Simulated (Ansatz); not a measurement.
Relaxed structures of CH$_{4}$N, doublet (PBE0-D4/def2-TZVP; forces vanish, vibrations not checked; lower isomers may exist, and structures with a doubtful reference or unclear bonds are left out; Å). Ansatz 0.2.0; basis: def2-TZVPP; cores frozen in the correlated methods; orbitals are unrestricted.

**Question.** Rank them by CCSD(T) energy, lowest first, and give each one's height above the lowest. Links in brackets join atoms within 1.22 times the sum of their covalent radii (1.1 for two metals). (Judge from chemistry; the value comes from the calculation.)
A.
CH₄N ([CH3][NH])
```
6
angstrom
C -0.0681 -0.2733 -0.2373
N -0.2842 0.4231 0.9924
H -0.2673 0.3735 -1.1060
H -0.7129 -1.1513 -0.3037
H 0.9789 -0.5971 -0.3422
H 0.3536 1.2251 0.9967
```
B.
CH₄N ([CH2][NH2])
```
6
angstrom
C 0.2430 -0.0357 -0.2133
N -0.3423 0.4632 0.9395
H 0.0719 0.5176 -1.1268
H -0.0653 0.0112 1.7968
H 0.3675 -1.1085 -0.2729
H -0.3300 1.4668 1.0324
```
C.
CH₄N ([CH][NH3])
```
6
angstrom
C -0.3294 0.4395 1.0972
N -0.0531 -0.2756 -0.2649
H -0.2572 0.3070 -1.0806
H -0.6591 -1.0880 -0.3141
H 0.9097 -0.6068 -0.3642
H 0.3908 1.2850 1.0028
```

**Answer.** By the calculation: B (0.00 kcal/mol), A (6.53 kcal/mol), C (66.16 kcal/mol). Heights count from the lowest.

The T1 diagnostic stays at or below 0.017. ⟨S²⟩ of the unrestricted Hartree–Fock references: 0.76 (a pure state has 0.75).

For scale, one of the runs: CCSD(T)/def2-TZVPP, 118 basis functions, launched by `ansatz run in.yaml --threads 2 --pin off --events-out ev --progress --plain --max-ram 4352MiB`. Time: 16 s of wall clock on 2 CPU threads of an Arm Neoverse V1; the host was shared. Peak host memory: 1.1 GiB.
